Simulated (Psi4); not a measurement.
# C3H3 (propargyl radical) at 4 levels

Aim: a comparison of 4 runs (UCAM-B3LYP/6-31G*, EOM-CCSD/3-21G, ROCISD/LANL2DZ, UCCSD(T)/6-31+G*) of C3H3 (propargyl radical). 

The calculation is run with Psi4 1.11.

1 further run of the same task is left out (set aside as unsound or not needed).

### 1 The system as given

The species is C3H3 (6 atoms), meant as a doublet with charge 0. As SMILES, `[CH]=C=C`. The shape is that of a GFN2-xTB optimisation.

Bond lengths: C1–C2 1.219 Å, C2–C3 1.352 Å, C1–H4 1.049 Å, C3–H5 1.075 Å, C3–H6 1.075 Å. Angles: C1–C2–C3 180.0°, C2–C1–H4 179.8°, C2–C3–H5 120.7°, C2–C3–H6 120.7°, H5–C3–H6 118.7°.

### 2 A single-point energy at UCAM-B3LYP/6-31G(d) (spherical functions) (run 1)

File c3h3.json:

```json
{
  "schema_name": "qcschema_input",
  "schema_version": 1,
  "molecule": {
    "schema_name": "qcschema_molecule",
    "schema_version": 2,
    "symbols": ["C", "C", "C", "H", "H", "H"],
    "geometry": [-2.44277337, -0.69797034, -1.24321302, -0.45345868, -0.12884153, -0.23011195, 1.75272098, 0.50395216, 0.89212081, -4.15180388, -1.19402345, -2.11469802, 3.49858226, 0.43818969, -0.14397823, 1.7967327, 1.07867457, 2.83988042],
    "molecular_charge": 0,
    "molecular_multiplicity": 2,
    "fix_symmetry": "c1"
  },
  "driver": "energy",
  "model": {
    "method": "cam-b3lyp",
    "basis": "6-31G*"
  },
  "keywords": {
    "reference": "uks",
    "puream": true,
    "e_convergence": 1e-09,
    "d_convergence": 1e-08,
    "scf_type": "pk",
    "dft_radial_points": 99,
    "dft_spherical_points": 590,
    "maxiter": 200,
    "scf_properties": ["WIBERG_LOWDIN_INDICES", "MAYER_INDICES", "DIPOLE"]
  }
}
```

On the command line:

```sh
$ psi4 --qcschema c3h3.json -n 1 --memory 1600MB
```

stdout:

```text
[...]
  Running in c1 symmetry.
[...]
  Nuclear repulsion =   53.830552574561374
[...]
  Multiplicity = 2
[...]
  Nalpha       = 11
  Nbeta        = 10
[...]
    Number of basis functions: 48
[...]
   @UKS iter   1:  -115.81109222363577   -6.15701e-01   8.77732e-03 DIIS/ADIIS
[...]
   @UKS iter  14:  -115.92138120252721   -2.58638e-12   8.31678e-09 DIIS
[...]
   @S^2 Observed:                7.820530018E-01
[...]
  @UKS Final Energy:  -115.92138120252721
   => Energetics <=
    Nuclear Repulsion Energy =             53.8305525745613735
    One-Electron Energy =                -261.1430696749496292
    Two-Electron Energy =                 103.8784144171693669
    DFT Exchange-Correlation Energy =     -12.4872785193083260
    Empirical Dispersion Energy =           0.0000000000000000
    VV10 Nonlocal Energy =                  0.0000000000000000
    Total Energy =                       -115.9213812025272148
[...]
 Multipole Moments:
 ------------------------------------------------------------------------------------
     Multipole            Electronic (a.u.)      Nuclear  (a.u.)        Total (a.u.)
 ------------------------------------------------------------------------------------
 L = 1.  Multiply by 2.5417464519 to convert [e a0] to [Debye]
 Dipole X            :         -1.0460941            1.0466590            0.0005649
 Dipole Y            :         -0.2974019            0.2955058           -0.0018961
 Dipole Z            :         -0.5319570            0.5319778            0.0000209
 Magnitude           :                                                    0.0019786
[...]
```

The result, in JSON:

```text
{
 "driver": "energy",
 "model": {
  "method": "cam-b3lyp",
  "basis": "6-31G*"
 },
 "success": true,
 "return_result": -115.92138120252721,
 "properties": {
  "calcinfo_nbasis": 48,
  "calcinfo_nmo": 48,
  "calcinfo_nalpha": 11,
  "calcinfo_nbeta": 10,
  "calcinfo_natom": 6,
  "nuclear_repulsion_energy": 53.83055257456137,
  "return_energy": -115.92138120252721,
  "scf_one_electron_energy": -261.14306967494963,
  "scf_two_electron_energy": 103.87841441716937,
  "scf_xc_energy": -12.487278519308326,
  "scf_dipole_moment": [0.0005648948781049601, -0.0018961339767384344, 2.0871946890599347e-05],
  "scf_total_energy": -115.92138120252721,
  "scf_iterations": 14
 }
}
```

Run time: 11 s. Hardware: 1 thread of Intel Xeon 6975P-C (Granite Rapids), shared host; peak memory 0.67 GiB.

### 3 The excited states at EOM-CCSD/3-21G (run 2)

File c3h3.dat:

```
memory 1600 mb

molecule system {
  0 2
  C     -1.292660    -0.369350    -0.657880
  C     -0.239960    -0.068180    -0.121770
  C      0.927500     0.266680     0.472090
  H     -2.197040    -0.631850    -1.119050
  H      1.851370     0.231880    -0.076190
  H      0.950790     0.570810     1.502800
  symmetry c1
  no_reorient
  no_com
}

set basis 3-21G
set reference uhf
set scf_type pk
set freeze_core true
set roots_per_irrep [4]

E, wfn = energy("eom-ccsd", return_wfn=True)
```

On the command line:

```sh
$ psi4 -n 1 c3h3.dat c3h3.out
```

c3h3.out:

```text
[...]
  Running in c1 symmetry.
[...]
  Nuclear repulsion =   53.830552519855431
[...]
  Multiplicity = 2
[...]
  Nalpha       = 11
  Nbeta        = 10
[...]
    Number of basis functions: 33
[...]
   @UHF iter   1:  -114.56465974176817   -8.59764e-01   6.39393e-03 DIIS/ADIIS
[...]
   @UHF iter  18:  -114.61393479168257   -2.55795e-13   4.36317e-09 DIIS
[...]
   @S^2 Observed:                9.941206526E-01
[...]
  @UHF Final Energy:  -114.61393479168257
   => Energetics <=
    Nuclear Repulsion Energy =             53.8305525198554307
    One-Electron Energy =                -259.7265604818258566
    Two-Electron Energy =                  91.2820731702878732
    Total Energy =                       -114.6139347916825670
  UHF NO Occupations:
  HONO-2 :    9  A 1.9534758
  HONO-1 :   10  A 1.9307989
[...]
 Multipole Moments:
 ------------------------------------------------------------------------------------
     Multipole            Electronic (a.u.)      Nuclear  (a.u.)        Total (a.u.)
 ------------------------------------------------------------------------------------
 L = 1.  Multiply by 2.5417464519 to convert [e a0] to [Debye]
 Dipole X            :          5.7575281           -5.7175554            0.0399727
 Dipole Y            :          1.6235633           -1.6143174            0.0092459
 Dipole Z            :          2.9259944           -2.9060208            0.0199736
 Magnitude           :                                                    0.0456316
[...]
      * MP2 total energy                      = -114.839258960775368
[...]
      * CCSD total energy                     = -114.879009884555089
[...]
                     Excitation Energy              Total Energy
[...]
```

Run time: 5.4 s. Hardware: 1 thread of Intel Xeon 6975P-C (Granite Rapids), shared host; peak memory 0.19 GiB.

The roots found:

```csv
excited state,energy (eV)
1,4.163
2,4.613
3,5.956
4,6.185
```

Run 3 isn't shown in full; the table further down has it.

### 4 A single-point energy at UCCSD(T)/6-31+G(d) (spherical functions) (run 4)

File c3h3.xyz:

```xyz
6
C3H3
C     -1.292660    -0.369350    -0.657880
C     -0.239960    -0.068180    -0.121770
C      0.927500     0.266680     0.472090
H     -2.197040    -0.631850    -1.119050
H      1.851370     0.231880    -0.076190
H      0.950790     0.570810     1.502800
```

File job.py:

```python
import psi4

psi4.set_memory('1600 MB')
psi4.set_num_threads(1)
psi4.set_output_file('output.dat', False)

with open('c3h3.xyz') as f:
    atoms = ''.join(f.readlines()[2:])
molecule = psi4.geometry('0 2\n' + atoms + 'symmetry c1')

psi4.set_options({
    'basis': '6-31+G*',
    'reference': 'uhf',
    'puream': True,
    'e_convergence': 1e-09,
    'd_convergence': 1e-08,
    'scf_type': 'pk',
    'num_frozen_docc': 3,
    'maxiter': 200,
})

e, wfn = psi4.energy('ccsd(t)', molecule=molecule, return_wfn=True)
print('E =', round(e, 9))
for k, v in sorted(psi4.core.scalar_variables().items()):
    print(f'{k:45s} {v:18.10f}')
```

On the command line:

```sh
$ python job.py
```

output.dat:

```text
[...]
  Running in c1 symmetry.
[...]
  Nuclear repulsion =   53.830552519855431
[...]
  Multiplicity = 2
[...]
  Nalpha       = 11
  Nbeta        = 10
[...]
    Number of basis functions: 60
[...]
   @UHF iter   1:  -115.16836306774243   -9.37288e-01   5.43125e-03 DIIS/ADIIS
[...]
   @UHF iter  17:  -115.25454712571820   -9.26548e-12   9.43981e-09 DIIS
[...]
   @S^2 Observed:                9.561942187E-01
[...]
  @UHF Final Energy:  -115.25454712571820
   => Energetics <=
    Nuclear Repulsion Energy =             53.8305525198554307
    One-Electron Energy =                -260.6158769050006754
    Two-Electron Energy =                  91.5307772594270546
    Total Energy =                       -115.2545471257182044
  UHF NO Occupations:
  HONO-2 :    9  A 1.9658231
  HONO-1 :   10  A 1.9367501
[...]
 Multipole Moments:
 ------------------------------------------------------------------------------------
     Multipole            Electronic (a.u.)      Nuclear  (a.u.)        Total (a.u.)
 ------------------------------------------------------------------------------------
 L = 1.  Multiply by 2.5417464519 to convert [e a0] to [Debye]
 Dipole X            :         -0.9975161            1.0466590            0.0491429
 Dipole Y            :         -0.2837491            0.2955058            0.0117567
 Dipole Z            :         -0.5073785            0.5319778            0.0245993
 Magnitude           :                                                    0.0561994
[...]
      * MP2 total energy                      = -115.587380856668773
[...]
      * CCSD total energy                     = -115.626895652357533
[...]
      * CCSD(T) total energy                     = -115.641508998050142
```

It took 12 s on 1 thread of Intel Xeon 6975P-C (Granite Rapids), shared host; peak memory 0.3 GiB.

### 5 The series

```csv
run,level,task,Cartesian functions,energy (Eh),HOMO energy (eV),LUMO energy (eV),⟨S²⟩,wall time
1,UCAM-B3LYP/6-31G* (spherical functions),energy,no,-115.921381,-7.24,-0.80,0.782,11 s
2,EOM-CCSD/3-21G,excited,yes,-114.879010,-9.63,2.96,0.994,5.4 s
3,ROCISD/LANL2DZ (Cartesian functions),energy,yes,-115.446462,–,–,–,16 s
4,UCCSD(T)/6-31+G* (spherical functions),energy,no,-115.641509,-9.64,1.82,0.956,12 s
```

### 6 Results

| quantity | value |
| --- | --- |
| run 4: total energy | -115.64151 Eh |
| run 4: HOMO energy (Hartree–Fock orbitals) (highest over α and β) | -9.64 eV |
| run 4: LUMO energy (Hartree–Fock orbitals) (lowest over α and β) | 1.82 eV |
| run 4: correlation energy (3 core orbitals frozen) | -387.0 mEh |
| run 4: (T) correction | -14.61 mEh |
| run 4: ⟨S²⟩ of the reference determinant | 0.956 |
| run 4: T1 diagnostic | 0.049 |

**Reading.** Spin contamination of the reference: run 2 ⟨S²⟩ = 0.99, run 4 ⟨S²⟩ = 0.96. All runs together took 44 s, the longest 16 s.
